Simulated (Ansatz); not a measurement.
Two isomers of C2H5F2NO: A = `NC(F)OCF`, B = `NCC(O)(F)F`.

Calculated with Ansatz (gas phase, PBE0-D4/def2-TZVP geometries, no zero-point term in ΔE). CCSD(T)/CBS adds triple-zeta CCSD(T) − MP2 to the extrapolated MP2 energy (def2 sets, frozen cores). Functionals use def2-TZVPP. B3LYP here is the variant with VWN-RPA as its local correlation; programs differ in this. One conformer a species, not always the lowest.

Problem. Which isomer does CCSD(T)/CBS put lower? Give the gap. (Estimate.)

Solution. Computed: B, by 12.8 kcal/mol.

Problem. Give E(B) − E(A) in kcal/mol with BLYP-D4, CCSD/def2-TZVPP, HF/def2-TZVPP, PBE-D4, B3LYP-D4, PBE0-D4, B2PLYP. (Estimate.)

Solution. The calculation gave: BLYP-D4 -9.5, CCSD/def2-TZVPP -12.3, HF/def2-TZVPP -9.5, PBE-D4 -11.9, B3LYP-D4 -10.5, PBE0-D4 -12.9, B2PLYP -10.9. None reverses the order clearly.

Problem. Does the order hold for the free energy at 298.15 K (harmonic terms from PBE0-D4)? (An estimate is asked.)

Solution. The calculation gave: Yes: G(B) − G(A) = -12.3 kcal/mol, for one conformer each.

Largest T1 diagnostic: 0.012.

From PBE to PBE0 (25 % exact exchange), in def2-TZVPP and without D4, E(B) − E(A) moves by −1.1 kcal/mol. At CCSD(T), def2-SVP lies −1.2 kcal/mol from the extrapolated value and def2-TZVPP +0.3 kcal/mol.
